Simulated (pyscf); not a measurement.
**Four-centre exchange: F–SiH₃ (SMILES F[SiH3]) + F–C•(F)–SiH₃ (SMILES F[C](F)[SiH3]) → SiH₄ (SMILES [SiH4]) + F–SiH₂–C•(F)–F (SMILES F[SiH2][C](F)F)**

Gas phase, doublet surface, charge 0. Bonds broken: Si1–F9, Si2–H8. Bonds formed: Si1–H8, Si2–F9. Single points on ωB97X-D3(BJ)/def2-SVP structures (PySCF, gas phase).

Transition state (Å):

```xyz
12

Si     0.8428     0.7116    -0.6635
Si    -0.5416    -0.9913     1.0990
H      1.6939     1.7832    -0.0837
H      1.7938    -0.0077    -1.5793
H     -0.2999     1.1288    -1.5101
H      0.2456    -1.0498     2.3555
H     -0.6955    -2.4179     0.6606
H      0.5098    -0.8474    -0.1676
F     -0.1773     0.8415     0.9415
C     -2.3385    -0.5439     1.0708
F     -3.2880    -1.4441     0.8767
F     -2.8557     0.6562     1.2487
```

One imaginary mode, 369i cm⁻¹; descent along it reached the two sides named.

| bond | change | reactant side (Å) | saddle | product side |
|---|---|---|---|---|
| Si1–F9 | breaks | 1.637 | 1.906 | 3.1 |
| Si2–H8 | breaks | 1.491 | 1.652 | 3.0 |
| Si1–H8 | forms | 3.7 | 1.670 | 1.493 |
| Si2–F9 | forms | 3.0 | 1.875 | 1.636 |

Electronic energies relative to the separated reactants (eV):

```tsv
level	barrier	reaction energy	reverse barrier
ωB97X-D3(BJ)/def2-TZVP	1.40	-0.10	1.50
PBE/def2-TZVP	1.31	-0.14	1.44
r²SCAN/def2-TZVP	1.35	-0.11	1.47
B3LYP-D3(BJ)/def2-TZVP	1.50	-0.10	1.61
PBE0-D3(BJ)/def2-TZVP	1.34	-0.11	1.46
M06-2X/def2-TZVP	1.52	-0.09	1.61
ωB97M-D3(BJ)/def2-TZVP	1.45	-0.12	1.57
HF/def2-TZVP	2.35	-0.04	2.39
```

With ωB97M-D3(BJ)/def2-TZVP energies and thermal terms (ideal gas, 1 atm, RRHO with modes under 100 cm⁻¹ raised to 100, one conformer, R ln 2 for chiral ones without a mode under 150 cm⁻¹), in eV:

```tsv
T (K)	ΔH‡	ΔG‡	ΔH	ΔG
298	1.49	2.01	-0.13	-0.08
600	1.50	2.53	-0.12	-0.03
900	1.52	3.04	-0.12	+0.02
1200	1.55	3.54	-0.12	+0.06
```

One saddle was located; it need not be the lowest between these sides.
